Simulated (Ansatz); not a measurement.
C$_{10}$H$_{8}$, SMILES `c1ccc2cccc-2cc1`. Charge 0, multiplicity 1. The geometry is a stationary point of PBE0-D4/def2-TZVP.

```xyz
18

C     1.147   -0.010    2.146
C     1.786   -0.715    1.134
C     1.387   -0.893   -0.184
C     0.257   -0.415   -0.823
C    -0.082   -0.635   -2.160
C    -1.293    0.012   -2.420
C    -1.748    0.651   -1.264
C    -0.825    0.420   -0.240
C    -0.921    0.889    1.058
C    -0.047    0.700    2.121
H     1.659   -0.015    3.104
H     2.722   -1.190    1.412
H     2.052   -1.490   -0.805
H     0.502   -1.209   -2.865
H    -1.803    0.016   -3.374
H    -2.656    1.229   -1.166
H    -1.804    1.487    1.270
H    -0.334    1.169    3.056
```

(1) What is the dipole moment at PBE/def2-TZVPP? (An estimate is asked.)

(2) And with r2SCAN, B3LYP, ωB97M-V? (Estimate.)

(3) Give the Mulliken charges with PBE, B3LYP, r2SCAN in def2-TZVPP. (An estimate is asked.)

Answers

(1) Computed: 0.91 D, with components (0.43, 0.00, 0.80) D in this frame, pointing from negative to positive charge.

(2) Ansatz gave: r2SCAN 0.96 D, B3LYP 1.04 D, ωB97M-V 1.32 D.

(3) Ansatz gave: 
```csv
atom,PBE,B3LYP,r2SCAN
C1,-0.12,-0.12,-0.09
C2,-0.08,-0.09,-0.08
C3,-0.09,-0.08,-0.05
C4,0.02,-0.01,0.03
C5,-0.16,-0.16,-0.17
C6,-0.12,-0.14,-0.10
C7,-0.16,-0.16,-0.17
C8,0.02,-0.01,0.03
C9,-0.09,-0.08,-0.05
C10,-0.08,-0.09,-0.08
H11,0.11,0.12,0.09
H12,0.11,0.11,0.09
H13,0.10,0.11,0.08
H14,0.11,0.12,0.09
H15,0.12,0.13,0.10
H16,0.11,0.12,0.09
H17,0.10,0.11,0.08
H18,0.11,0.11,0.09
```

B3LYP here is the variant with VWN-RPA as its local correlation; programs differ in this.
